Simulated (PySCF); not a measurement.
# H2S: the cost of one run

The runs use PySCF 2.14.0, with density-fitted response routines of our own; the level of theory stands in each step. All values are computed, except where a source is named. Atoms count from 0, in the outputs and in this text.

## (1) The starting structure

3 atoms, charge 0, multiplicity 1; geometry from: GFN2-xTB. The atoms were then displaced at random by about 0.01 Å, so the start is not that level's minimum.

Bonds of the start (Å): S0–H1 1.33, S0–H2 1.28.

## (2) Optimising the geometry at PBE0-D3(BJ)/def2-SVP

Job settings and geometry (Å):

```
{"job": {"xc": "PBE0", "basis": "def2-SVP", "d3": "d3bj", "grid": 1, "shake": 0.01, "kind": "geom"}, "charge": 0, "multiplicity": 1}
S     -0.008700     0.585130     0.001540
H     -0.941380    -0.362620    -0.013490
H      0.956100    -0.257450    -0.007220
```

Run with:

```console
OMP_NUM_THREADS=1 python probes_run.py task.json out
```

This one command runs all jobs of the session in turn.

**Question.** How long does this first job take on 1 thread of Arm Neoverse N1, shared host, and how much memory does it need?

About 1.9 s, with a peak of 0.23 GiB.
